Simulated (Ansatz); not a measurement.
The input, for Ansatz 0.2.0:

```yaml
crystal:
  periodic: [false, false, false]
  atoms:
    - {symbol: Ge, position_ang: [0.000000, 0.000000, 0.000000]}
    - {symbol: H, position_ang: [0.884324, 0.887199, 0.886047]}
    - {symbol: H, position_ang: [-0.887886, -0.884021, 0.885661]}
    - {symbol: H, position_ang: [-0.883825, 0.884513, -0.889224]}
    - {symbol: H, position_ang: [0.887387, -0.887691, -0.882484]}
basis:
  gaussian: {orbitals: 6-31G}
magnetization: {spin_polarized: false, initial_magnetization: 2}
correlation: {method: bccd_t, electrons: all}
accuracy: high
```

```sh
$ ansatz run in.yaml --threads 1 --pin off --events-out ev --progress --plain --max-ram 2393MiB
```

Log:

```
673 factors; integrals over basis functions are off by at most 4.0e-9 eV
mean field evaluation 1: about -56515.7673 eV, gradient 1.2e1 eV
mean field evaluation 2: about -56515.8521 eV, gradient 1.2e1 eV
mean field evaluation 4: about -56516.9135 eV, gradient 1.9e0 eV
mean field evaluation 8: about -56517.0740 eV, gradient 9.0e-1 eV
mean field evaluation 16: about -56517.1230 eV, gradient 1.0e-2 eV
mean field evaluation 32: about -56517.1230 eV, gradient 2.3e-7 eV
mean field evaluation 64: about -56517.1229 eV, gradient 7.4e-2 eV
mean field evaluation 96: about -56517.1230 eV, gradient 5.1e-3 eV
mean field evaluation 128: about -56516.8193 eV, gradient 7.1e-2 eV
mean field evaluation 160: about -56516.3736 eV, gradient 1.3e-3 eV
...
cycle  25  -7.27771140 eV  change    1.6e-8 eV  update   3.8e-8
cycle  26  -7.27771139 eV  change    1.0e-8 eV  update   3.3e-8
cycle  27  -7.27771094 eV  change    4.5e-7 eV  update   8.8e-8
cycle  28  -7.27771088 eV  change    6.4e-8 eV  update   5.7e-8
cycle  29  -7.27771080 eV  change    8.2e-8 eV  update   3.1e-8
cycle  30  -7.27771081 eV  change   -1.5e-8 eV  update   1.7e-8
cycle  31  -7.27771080 eV  change    1.3e-8 eV  update   1.2e-8
cycle  32  -7.27771080 eV  change   9.6e-10 eV  update   8.3e-9
cycle  33  -7.27771079 eV  change   7.2e-10 eV  update   5.4e-9
cycle  34  -7.27771079 eV  change  -1.2e-10 eV  update   4.0e-9
perturbative correction -0.13425511 eV, -0.0049337844 hartree
Total energy: -56525.27749569 eV, -2077.2656337574 hartree
```

Ran on 1 thread of AMD EPYC 7R43, shared host: 45 s wall, 0.23 GiB peak host memory.
